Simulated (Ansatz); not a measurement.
# NOSi: the cost of one run

Program: Ansatz 0.2.0, Gaussian basis. Level of theory: def2-QZVPP, core rule «outside noble gas», up to 7 orbitals frozen. These are calculated values, not measurements.

Plan: UHF; ROHF; CCSD(T) on UHF.

## Step 1: The system

The geometry is a PBE0/def2-TZVP stationary point (not a proven minimum) of the parent state, kept for this charge and spin.

3 atoms, charge 0, spin multiplicity 2.

Atoms are counted from 1 here; the program's logs count them from 0.

Bond lengths: N1–O2 1.289 Å, O2–Si3 1.710 Å. Angles: N1–O2–Si3 128.1°.

## Step 2: UHF

File in.yaml:

```yaml
crystal:
  periodic: [false, false, false]
  atoms:
    - {symbol: N, position_ang: [0.000000, -0.294753, 1.597255]}
    - {symbol: O, position_ang: [0.000000, 0.427443, 0.529787]}
    - {symbol: Si, position_ang: [0.000000, -0.096502, -1.098380]}
basis:
  gaussian: {orbitals: "def2-QZVPP.json"}
magnetization: {spin_polarized: true, initial_magnetization: 1}
hamiltonian: {xc: hf}
output: {orbitals: {seedname: orbitals}}
```

Command:

```
ansatz run in.yaml --threads 1 --pin off --events-out ev --progress --plain --max-ram 2393MiB
```

**Question.** How long does this run take on 1 thread of Arm Neoverse V1, shared host, and how much memory does it need?

About 43 s, with a peak of 0.41 GiB.
